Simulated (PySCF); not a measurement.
Species: C3H9N.
SMILES with atom numbers: `[CH3:1][N:2]([CH3:3])[CH3:4]` (hydrogens: H5, H6, H7 on C1; H8, H9, H10 on C3; H11, H12, H13 on C4)

Computed, not measured: PBE0-D3(BJ)/def2-SVP geometry optimisation, gas phase in PySCF.

**Question.** Give the optimised bond lengths and angles.

**Answer.** 
```json
{"bond": "C1–N2, N2–C3, N2–C4", "length (Å)": "1.438", "order": "single"}
{"bond": "C1–H5, C3–H8, C4–H11", "length (Å)": "1.116", "order": "single"}
{"bond": "C1–H6 and 5 like bonds", "length (Å)": "1.101", "order": "single"}
```

Bonds in one row agree within 0.01 Å and their mean is given. Orders are formal, as drawn. A selection of angles:
```json
{"angle": "N2–C1–H5", "degrees": "113.4"}
{"angle": "N2–C1–H6", "degrees": "110.2"}
{"angle": "H5–C1–H6", "degrees": "107.5"}
{"angle": "C1–N2–C3", "degrees": "112.6"}
```

Of the pairs four or more bonds apart, H9···H12 is among the closest relative to their van der Waals radii: 2.39 Å, 100 % of the sum of Bondi's values. N2 (tertiary amine nitrogen) is pyramidal (angles 112.6°, 112.5° and 112.5°, sum 337.6°, 0.40 Å off the plane of its three neighbours). All 3 C–N bonds measure 1.438 Å.

Point group: C3v (tolerance 0.08 Å). Stationary, but not proved a minimum.

On one thread of an Intel Xeon at 2.30 GHz, shared host with 24 logical CPUs at a one-minute load of 23, this took 18 s wall and 0.43 GiB of memory at its peak. These figures are those of the optimisation.
